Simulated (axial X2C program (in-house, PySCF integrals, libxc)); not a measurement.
**Outer orbitals of C₂⁺ at 1.404 Å, PBE0**

Calculated with an in-house relativistic program for diatomic molecules. Spin-free means the one-electron spin-free X2C Hamiltonian; two-component (2c) means X2C with spin–orbit coupling and atomic mean-field two-electron Coulomb and Gaunt terms, so the difference of the two also holds small scalar two-electron terms. Basis: C dyall-v3z [7s6p2d1f] (cores contracted in-house); Gaussian nuclei, density fitting, unrestricted open shells. Masses: C 12.000 u.

The distance is close to the 2c PBE0 minimum; the highest filled and lowest empty levels are listed.

Spin-free orbitals, state M_S = 3/2, Λ = 0 (beyond evenly filled blocks: σα, π+α, π-α) (Löwdin shares):

```tsv
symmetry	occupied	ε (eV)	atomic character
σα	yes	-33.36	69% C s, 27% C p, 4% C d
σβ	yes	-30.20	68% C s, 28% C p, 4% C d
σα	yes	-22.97	51% C s, 44% C p, 4% C d
π+α	yes	-19.89	95% C p, 4% C d
π-α	yes	-19.89	95% C p, 4% C d
σα	yes	-19.60	74% C p, 25% C s
σβ	yes	-19.30	51% C s, 44% C p, 5% C d
π-β	no	-14.50	96% C p
π+β	no	-14.50	96% C p
σβ	no	-14.26	71% C p, 29% C s
π-α	no	-11.32	87% C p, 11% C d
π+α	no	-11.32	87% C p, 11% C d
```

Spinors with spin–orbit coupling (state Ω = 3/2):

| ω | occupied | ε (eV) | atomic character | λ mixture |
| --- | --- | --- | --- | --- |
| 1/2 | yes | -33.36 | 69% C s, 27% C p, 4% C d | 100% σ |
| -1/2 | yes | -30.20 | 68% C s, 28% C p, 4% C d | 100% σ |
| 1/2 | yes | -22.97 | 51% C s, 44% C p, 4% C d | 100% σ |
| -1/2 | yes | -19.89 | 95% C p, 4% C d | 100% π |
| 3/2 | yes | -19.88 | 95% C p, 4% C d | 100% π |
| 1/2 | yes | -19.60 | 74% C p, 25% C s | 100% σ |
| -1/2 | yes | -19.30 | 51% C s, 44% C p, 5% C d | 100% σ |
| 1/2 | no | -14.50 | 96% C p | 100% π |
| -3/2 | no | -14.50 | 96% C p | 100% π |
| -1/2 | no | -14.25 | 71% C p, 29% C s | 100% σ |
| -1/2 | no | -11.32 | 87% C p, 11% C d | 100% π |
| 3/2 | no | -11.31 | 87% C p, 11% C d | 100% π |

Mulliken charges and populations of the two-component result (they depend on the basis, above all on diffuse functions):

C1 0.50 e (s 3.71 p 1.74 d 0.05), C2 0.50 e (s 3.71 p 1.74 d 0.05). ⟨Lz⟩ = 0.00 ħ and ⟨Sz⟩ = 1.50 ħ (0.75 and 0.75 on the two atoms), which add up to Ω.

Occupations by symmetry block were frozen at the best pattern of an incomplete PBE0 search. Density functionals use the spin component along the axis (collinear). PBE0 can misorder states that lie within some tenths of an eV, so this need not be the ground state of the molecule. The nearest other spin-free determinant of the search, M_S = 1/2, Λ = 0, lies 0.50 eV up at the distance of the search. With several unpaired electrons one determinant need not be a pure state. This is the top spin component of a Σ state; components of lower Ω are not single determinants and can lie lower.
